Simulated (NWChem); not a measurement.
System: LiH; SMILES [LiH]

Input file for NWChem:

```
start job
memory heap 200 mb stack 900 mb global 1100 mb
geometry units angstroms noautosym nocenter noautoz
  Li     0.000000     0.000000     0.455250
  H      0.000000     0.000000    -1.142374
end
basis spherical
  * library def2-svp
end
dft
  xc b3lyp
  iterations 150
  vectors input atomic output neutral.movecs
end
task dft energy
charge 1
dft
  odft
  mult 2
  vectors input atomic output cation.movecs
end
task dft energy
```

Coordinates come from a PBE0/def2-SVP optimisation.

Ions are spin-unrestricted doublets at the neutral geometry; other ion states weren't tried.

**Question.** What results follow from this input? (B3LYP/def2-SVP, vertical spin-unrestricted ions.) Quantities: vertical ionisation energy, ΔSCF (eV); −ε(HOMO) (eV).

**Answer.** The vertical ionisation energy, ΔSCF (eV) comes out as 8.24 and the −ε(HOMO) (eV) is 5.22.
